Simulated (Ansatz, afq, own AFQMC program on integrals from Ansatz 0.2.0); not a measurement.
Integrals from Ansatz 0.2.0, then the random walk in our own AFQMC program (afq).

```yaml
crystal:
  periodic: [false, false, false]
  atoms:
    - {symbol: Al, position_ang: [0.000000, 0.000000, 0.456228]}
    - {symbol: Li, position_ang: [0.000000, 0.000000, -2.182594]}
    - {symbol: H, position_ang: [0.000000, 1.307862, 1.408637]}
    - {symbol: H, position_ang: [0.000000, -1.307862, 1.408637]}
basis:
  gaussian: {orbitals: 6-31G}
magnetization: {spin_polarized: true, initial_magnetization: 2}
correlation: {method: ccsd_t, electrons: outside_noble_gas, hamiltonian_folder: ham}
```

```sh
$ ansatz run in.yaml --threads 1 --pin off --events-out ev --progress --plain --max-ram 1843MiB
```

Options of the walk:

```
--method phaseless --trial cisd --walkers 150 --populations 1 --least-time 40 --time-step 0.005 --steps-per-block 50 --equilibration-blocks 28 --max-blocks 300 --target-error 0.00029 --factor-cut 1e-05 --start spin_pure --seed 4492 --release-times 0.24,0.51,0.99,1.62,2.4 --release-step 0.03 --release-every 4 --taylor-order 6
```

Times are imaginary, in 1/Eh. The walk had a cap of 527 s.

afq prints:

```
orbitals 20  electrons 4 2  factors 132 of 328
reference energy -250.40590009 Eh
CCSD correlation -0.05287967 Eh in 10 cycles, weight of the determinant in the CISD state 0.9420
energy of the start -250.458781 Eh
 block  time / (1/Eh)  mean weight  energy / Eh
     1     0.250  0.9997  -250.458628
     2     0.500  0.9989  -250.458651
     3     0.750  0.9994  -250.458698
     4     1.000  1.0001  -250.458910
     5     1.250  0.9999  -250.458920
     7     1.750  0.9999  -250.459252
     9     2.250  0.9994  -250.459434
    13     3.250  1.0001  -250.459704
    21     5.250  1.0002  -250.460182
    29     7.250  1.0002  -250.459707
    37     9.250  0.9996  -250.460053
    45    11.250  1.0004  -250.459626
    53    13.250  1.0004  -250.459551
    61    15.250  0.9997  -250.460247
    69    17.250  1.0001  -250.460374
    77    19.250  1.0006  -250.459887
    85    21.250  0.9998  -250.460354
    93    23.250  1.0003  -250.460467
   101    25.250  1.0001  -250.460012
   109    27.250  0.9996  -250.459958
   117    29.250  0.9999  -250.460243
   125    31.250  0.9999  -250.459788
   133    33.250  1.0004  -250.459507
   141    35.250  1.0003  -250.458620
   149    37.250  0.9996  -250.459468
   157    39.250  0.9998  -250.459577
   165    41.250  0.9999  -250.460303
   173    43.250  1.0006  -250.459635
   181    45.250  0.9999  -250.460865
   185    46.250  1.0012  -250.459457
blocks merged  error / Eh  count
     1  0.000036  160
     2  0.000046  80
     4  0.000061  40
     8  0.000070  20
    16  0.000090  10
released: time / (1/Eh)  energy / Eh  error  mean overlap
  0.24  -250.459900  0.000077  0.9956
  0.51  -250.459933  0.000076  0.9927
  0.99  -250.459975  0.000063  0.9901
  1.62  -250.460010  0.000073  0.9910
  2.40  -250.460024  0.000086  0.9977
energy -250.459903 +/- 0.000070 Eh
(rows thinned)
```

The run passed its tests (sampling time, drift between the halves within three errors, error under three times the target), which doesn't prove that it has relaxed. The second half of the sampling lies above the first by 1.7 errors of their difference, so the energy may still be moving and its error bar be too small.

Against this walk (error 1.9 meV) on the same determinant: CCSD(T) 5.9 meV higher, CCSDT(Q) 7.8 meV lower, CCSDTQ 7.9 meV lower, full CI 7.9 meV lower. The error is statistical and leaves out the bias of the constraint. Released to 2.40 1/Eh the energy moves by -3 ± 3 meV (both errors), within twice the noise. Full CI is exact here, so the walk's 8 meV above it is the walk's own error: the bias of the constraint with this trial, or a walk that hasn't relaxed.

Cautions: constraint bias not in the error; another spin lies lower (by 1.56 eV).

The walk took 110 s on 1 thread of Arm Neoverse V2, on a shared host. The log's last line is the phaseless energy.

CCSDT and higher add their correlation energy to the determinant of the CCSD(T) run, since their own runs factorise the integrals more tightly (a shift of under 2 meV). A walk keeps the symmetry of its determinant, which the program's search chose and which needn't be the lowest solution, so a lower state of the same spin and another symmetry isn't excluded.
